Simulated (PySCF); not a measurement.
# Working out the ionisation energy of C

C [He] 2s2 2p2 (3P) → C⁺ [He] 2s2 2p1 (2P). All numbers are calculated (PySCF 2.14, the non-relativistic Hamiltonian (point nucleus), in aug-cc-pVDZ (4s3p2d, 23 functions)). Frozen: 1s2. Energies in hartree (1 hartree = 27.21139 eV):

```csv
part,C (lower),C⁺ (upper)
UHF,-37.687763,-37.290253
CCSD correlation,-0.075841,-0.067257
(T),-0.001261,-0.000686
```

Question: What does Hartree-Fock give?

Answer: (-37.290253) − (-37.687763) = 0.397510 hartree = 10.817 eV.

Question: What do CCSD and CCSD(T) give?

Answer: The CCSD correlation energies differ by 0.008584 hartree = 0.234 eV and the triples by 0.000575 hartree = 0.016 eV, so CCSD gives 11.051 eV and CCSD(T) 11.067 eV.

Measured between the centres of the two terms (NIST): 11.262 eV, so CCSD(T) (valence) is off by -0.195 eV.

A double-zeta basis recovers only part of the correlation energy.

What remains against the reference includes basis incompleteness, the frozen core and higher excitations.
